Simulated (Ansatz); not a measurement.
# AlBH2 (singlet): PBE, r2SCAN, PBE0, B3LYP, wB97M-V, B2PLYP, RPA-PBE over vertical spin and charge gaps, 6-31G

Aim: run AlBH2 (singlet) with these functionals over vertical spin and charge gaps, and hold them against the top wave-function level at the same points.

Program: Ansatz 0.2.0, Gaussian basis. Level of theory: 6-31G, all electrons in the functionals, frozen cores in the correlation of double hybrids and RPA. These are calculated values, not measurements.

To be run: PBE, r2SCAN, PBE0, B3LYP, wB97M-V, B2PLYP, RPA-PBE, at charge 0, singlet; charge 0, triplet; charge 1, doublet.

11 further runs of the same task are left out: 2 that didn't finish, 9 set aside as unsound or not needed. Runs told in other sessions of the task aren't counted.

### Step 1. The system

The geometry is a PBE0/def2-TZVP stationary point (not a proven minimum).

4 atoms, charge 0, spin multiplicity 1.

Atoms are counted from 1 here; the program's logs count them from 0.

Bond lengths: B1–Al2 2.055 Å, B1–H3 1.197 Å, Al2–H4 1.595 Å. Angles: Al2–B1–H3 139.8°, B1–Al2–H4 128.5°.

As a file:

```xyz
4
AlBH2
B     0.0000   -0.2366    1.4274
Al    0.0000    0.1163   -0.5970
H     0.0000    0.3668    2.4614
H     0.0000   -0.9435   -1.7892
```

No dispersion term is added; wB97M-V holds VV10 nonlocal correlation. B3LYP takes the VWN-RPA correlation.

The geometry shown and the zero of energy belong to the point charge 0, singlet. The yardstick, FCI, and other wave-function levels (R restricted, U unrestricted, valence and pair active spaces) come from earlier runs.

### Step 2. PBE, charge 0, singlet

in.yaml reads:

```yaml
crystal:
  periodic: [false, false, false]
  atoms:
    - {symbol: B, position_ang: [0.000000, -0.236580, 1.427367]}
    - {symbol: Al, position_ang: [0.000000, 0.116336, -0.597031]}
    - {symbol: H, position_ang: [0.000000, 0.366780, 2.461377]}
    - {symbol: H, position_ang: [0.000000, -0.943450, -1.789164]}
basis:
  gaussian: {orbitals: 6-31G}
magnetization: {spin_polarized: true, initial_magnetization: 0}
hamiltonian: {xc: {name: PBE}}
output: {orbitals: {seedname: orbitals}}
```

On the command line:

```sh
$ ansatz run in.yaml --threads 1 --pin off --events-out ev --progress --plain --max-ram 2393MiB
```

After this run come: PBE, charge 0, triplet; PBE, charge 1, doublet; r2SCAN, charge 0, singlet; r2SCAN, charge 0, triplet; r2SCAN, charge 1, doublet; PBE0, charge 0, singlet; PBE0, charge 0, triplet; PBE0, charge 1, doublet; B3LYP, charge 0, singlet; B3LYP, charge 0, triplet; B3LYP, charge 1, doublet; wB97M-V, charge 0, singlet; wB97M-V, charge 0, triplet; wB97M-V, charge 1, doublet; B2PLYP, charge 0, singlet; B2PLYP, charge 0, triplet; B2PLYP, charge 1, doublet; RPA-PBE, charge 0, singlet; RPA-PBE, charge 0, triplet; RPA-PBE, charge 1, doublet.

Q: Predict the results of all the runs planned. Wanted: singlet to triplet, FCI; ionisation to the doublet cation, FCI; largest miss, PBE; largest miss, r2SCAN; largest miss, PBE0; largest miss, B3LYP; largest miss, wB97M-V; largest miss, B2PLYP; largest miss, RPA-PBE.

**Answer**, as computed:

```
                             quantity                                              value
              singlet to triplet, FCI                                      -0.7 kcal/mol
ionisation to the doublet cation, FCI                                     162.2 kcal/mol
                    largest miss, PBE  +11.3 kcal/mol (ionisation to the doublet cation)
                 largest miss, r2SCAN  +12.0 kcal/mol (ionisation to the doublet cation)
                   largest miss, PBE0   +9.1 kcal/mol (ionisation to the doublet cation)
                  largest miss, B3LYP   +9.2 kcal/mol (ionisation to the doublet cation)
                largest miss, wB97M-V   +3.5 kcal/mol (ionisation to the doublet cation)
                 largest miss, B2PLYP   +2.5 kcal/mol (ionisation to the doublet cation)
                largest miss, RPA-PBE                 -1.1 kcal/mol (singlet to triplet)
               largest miss, RCCSD(T)   -0.3 kcal/mol (ionisation to the doublet cation)
               largest miss, UCCSD(T)   -0.2 kcal/mol (ionisation to the doublet cation)
```

Of the functionals, RPA-PBE keep the smallest largest miss at the points compared (at most 1.1 kcal/mol) and r2SCAN strays most (12.0 kcal/mol, at ionisation to the doublet cation). PBE, r2SCAN, PBE0, B3LYP, wB97M-V, B2PLYP, RPA-PBE clearly break the spin symmetry at some points (⟨S²⟩ up to 0.85 above the pure value), so energy there is bought with a mixed spin. Functionals and the yardstick converge differently with the basis, so part of each miss in 6-31G is the basis.
